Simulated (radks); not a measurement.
**S²⁺ in [Ne] 3s1 3p2 4s1: an all-electron calculation**

One table from this session's results is given with a row withheld; the runs are named, their logs left out.

The numbers are computed with radks (a radial shooting solver on a logarithmic mesh, Libxc functionals) version 1 (non-relativistic Kohn-Sham, PBE, spin-polarised, spherical densities, point nucleus; open shells are filled with parallel spins first), except any that are marked as measured or tabulated.

### The atom as given

```
element       : sulfur (Z = 16)
charge        : +2
electrons     : 14
configuration : [Ne] 3s1 3p2 4s1
```

The outer shells:

S²⁺
```
[Ne] core
3s [↑ ]
3p [↑ ][↑ ][  ]
4s [↑ ]
```

The first run:

Input:

```text
Z 16
configuration [Ne] 3s1 3p2 4s1 3d0 4p0 5s0 4f0
relativity non-relativistic
functional pbe,pbe
spin polarised
nucleus point
```

The run is started by

```sh
$ python run_ks.py task.json out
```

This one command runs every case of the session in turn.

One of the session's tables, all rows but one given; the rest of the session is left out.

It belongs to the step «Radial structure». From the orbitals of this run (lengths in bohr):

| level | <r> | outermost maximum (interpolated) | 90 % within | nodes |
| --- | --- | --- | --- | --- |
| 1s up | 0.09729 | 0.0637 | 0.174 | 0 |
| 1s down | 0.09728 | 0.0637 | 0.174 | 0 |
| 2s up | 0.4803 | 0.390 | 0.752 | 1 |
| 2s down | 0.4797 | 0.390 | 0.751 | 1 |
| 2p up | 0.4420 | 0.326 | 0.736 | 0 |
| 2p down | 0.4412 | 0.326 | 0.734 | 0 |
| 3s up | 1.523 | 1.34 | 2.25 | 2 |
| 3p up | ? | ? | ? | ? |
| 3d up | 2.047 | 1.62 | 3.26 | 0 |
| 4s up | 3.695 | 3.46 | 5.28 | 3 |
| 4p up | 4.167 | 3.88 | 5.99 | 2 |
| 4f up | 5.544 | 4.84 | 8.17 | 0 |

Estimate the missing values for 3p up.

**Answer.** <r>: 1.664; outermost maximum (interpolated): 1.44; 90 % within: 2.51; nodes: 1. In the column «<r>» it lies between 3s up (1.523) and 3d up (2.047).
